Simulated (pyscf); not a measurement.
H₃C–CH₂–C•(CH₃)–CH₃ → H₂C=C(CH₃)–CH₃ + methyl (CH₃•) (bond scission; doublet surface; C–C broken, none formed). Single points on ωB97X-D3(BJ)/def2-SVP structures (PySCF, gas phase). Energies in kcal/mol from the reactant's lowest minimum found.

```json
[
 {"level": "ωB97X-D3(BJ)/def2-TZVP", "barrier": "35.1", "reaction energy": "+30.6"},
 {"level": "r²SCAN/def2-TZVP", "barrier": "31.5", "reaction energy": "+28.7"},
 {"level": "B3LYP-D3(BJ)/def2-TZVP", "barrier": "29.7", "reaction energy": "+26.6"},
 {"level": "M06-2X/def2-TZVP", "barrier": "[?]", "reaction energy": "[?]"},
 {"level": "ωB97M-D3(BJ)/def2-TZVP", "barrier": "33.1", "reaction energy": "+27.9"},
 {"level": "HF/def2-TZVP", "barrier": "[?]", "reaction energy": "+19.5"}
]
```

### Question
Fill in the missing entries.

### Answer

- M06-2X/def2-TZVP, barrier: 33.9
- M06-2X/def2-TZVP, reaction energy: +28.4
- HF/def2-TZVP, barrier: 31.7

The functionals in the table span 5.3 kcal/mol in this barrier, from B3LYP-D3(BJ) to ωB97X-D3(BJ). This is the saddle that the search found; another between the same sides may lie lower.
